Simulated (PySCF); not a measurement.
# FNO (Nitrosyl fluoride): the cost of one run

The runs use PySCF 2.14.0, with density-fitted response routines of our own; the level of theory stands in each step. All values are computed, except where a source is named. Atoms are numbered from 0 throughout.

**1. The starting structure**

3 atoms, charge 0, multiplicity 1; geometry from: GFN2-xTB. The atoms were then displaced at random by about 0.01 Å, so the start is not that level's minimum.

Bonds of the start (Å): O0–N1 1.13, N1–F2 1.48.

**2. Geometry optimisation at PBE0-D3(BJ)/def2-SVP**

Job settings and geometry (Å):

```
{"job": {"xc": "PBE0", "basis": "def2-SVP", "d3": "d3bj", "grid": 1, "shake": 0.01, "kind": "geom"}, "charge": 0, "multiplicity": 1}
O     -0.984020    -0.310300     0.001180
N     -0.163590     0.472530    -0.013640
F      1.153630    -0.197170    -0.006720
```

Launch:

```sh
$ OMP_NUM_THREADS=1 python probes_run.py task.json out
```

The driver reads the jobs from task.json and runs them one after another.

**Question.** How long does this first job take on 1 thread of Intel Xeon 6975P-C, shared host, and how much memory does it need?

About 4.2 s, with a peak of 0.26 GiB.
